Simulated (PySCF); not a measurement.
**Question.** What does the GFN2-xTB structure of `CC/C=C/CC` look like in three dimensions?

**Answer.** 
```
atom  x, y, z in Å
C1    -2.734    0.576   -0.205
C2    -1.907   -0.681    0.068
C3    -0.532   -0.330    0.540
C4     0.587   -0.643   -0.091
C5     1.962   -0.273    0.370
C6     2.663    0.622   -0.651
H7    -2.805    1.188    0.692
H8    -3.740    0.311   -0.523
H9    -2.268    1.170   -0.988
H10   -1.845   -1.284   -0.840
H11   -2.409   -1.276    0.836
H12   -0.491    0.232    1.465
H13    0.547   -1.198   -1.020
H14    1.905    0.241    1.332
H15    2.551   -1.185    0.508
H16    2.108    1.549   -0.782
H17    3.670    0.864   -0.319
H18    2.728    0.123   -1.615
```

Any rigid rotation of these coordinates is as good. Atoms count from 1 in this order. Of the pairs four or more bonds apart, H12···H14 is among the closest relative to their van der Waals radii: 2.40 Å, 100 % of the sum of Bondi's values. The 5 C–C bonds span 1.322 Å (C3=C4, drawn double) to 1.529 Å (C5–C6, drawn single), a spread of 0.207 Å.

Bonds between heavy atoms (Å): C1–C2 1.529, C2–C3 1.496, C3=C4 1.322, C4–C5 1.496, C5–C6 1.529.

The geometry is computed with GFN2-xTB (gas phase).

Point group: C2 (tolerance 0.08 Å). No GFN2-xTB frequencies stand behind this structure, so it isn't proved a minimum. One conformer, not necessarily the lowest (C1–C2–C3–C4 -118°, C3–C4–C5–C6 -118°).
